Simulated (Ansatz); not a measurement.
A calculation with Ansatz (development build ahead of 0.2.0).

```yaml
crystal:
  periodic: [false, false, false]
  atoms:
    - { symbol: C, position_ang: [0.0, -0.05613, -0.63516] }
    - { symbol: C, position_ang: [0.0, -0.04896, 0.78079] }
    - { symbol: H, position_ang: [0.0, 0.74232, 1.65304] }
    - { symbol: H, position_ang: [0.0, -1.06382, -1.25922] }
    - { symbol: H, position_ang: [0.0, 0.95206, -1.2676] }
basis:
  gaussian: { orbitals: def2-TZVP }
magnetization:
  spin_polarized: true
  initial_magnetization: 1
hamiltonian:
  xc: hf
correlation:
  method: mp2
  frozen_orbitals: { C: 1, H: 0 }
```

The input is written out in the form of the current development build from the run's settings.

Output:

* Converged: yes
* Reference energy: -77.39273 hartree
* Correlation energy: -0.26827 hartree
* Total energy: -77.66100 hartree
* Spin squared of the determinant: 1.181

Caution: the unrestricted determinant is spin contaminated.
